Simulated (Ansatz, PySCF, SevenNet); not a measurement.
**Ladder of methods for the cohesive energy of rock-salt LiH**

Reference value: 2.49 eV/atom (measured, static lattice: zero-point vibration energy added; as tabulated in Mejia-Rodriguez and Trickey (2018), arXiv:1807.09216).

| level (code) | value (eV/atom) | cell (Å³/atom) | error (eV/atom) |
|---|---|---|---|
| SevenNet-0 | 2.34 | 8.05 | -0.15 |
| LDA (Ansatz) | 2.68 | 7.46 | +0.19 |
| PBE (PySCF) | 2.36 ± 0.04 | 8.04 | -0.13 |
| Hartree–Fock (PySCF) | 1.83 ± 0.04 | 8.60 | -0.66 |
| CCSD(T) (PySCF) | 2.51 ± 0.1 | 8.15 | +0.02 |

Leaving aside SevenNet-0 (doubt noted below): Of the ranked levels CCSD(T) (+0.02 eV/atom) comes nearest. Among them Hartree–Fock (-0.66 eV/atom) misses by most. Within 0.3 eV/atom: LDA, PBE, CCSD(T).

Free atoms are spin-polarised, in the lowest state found; at levels without +SOC their spin–orbit coupling is left out.  A ± on a computed value is a rough bar: the spread of its extrapolation, a floor set from checks against published values, or a statistical error. SevenNet-0: free atoms can lie outside what these potentials were trained on. Each level is taken at its own relaxed cell. Ansatz's density-functional and Hartree–Fock values are scalar-relativistic unless marked +SOC, with PAW data made under PBE.

Machine-learned potentials (SevenNet-0) are trained on DFT data: a solid inside that data is no test of them.

Differences are worked out from the printed values.

Ansatz is a program for electronic structure.
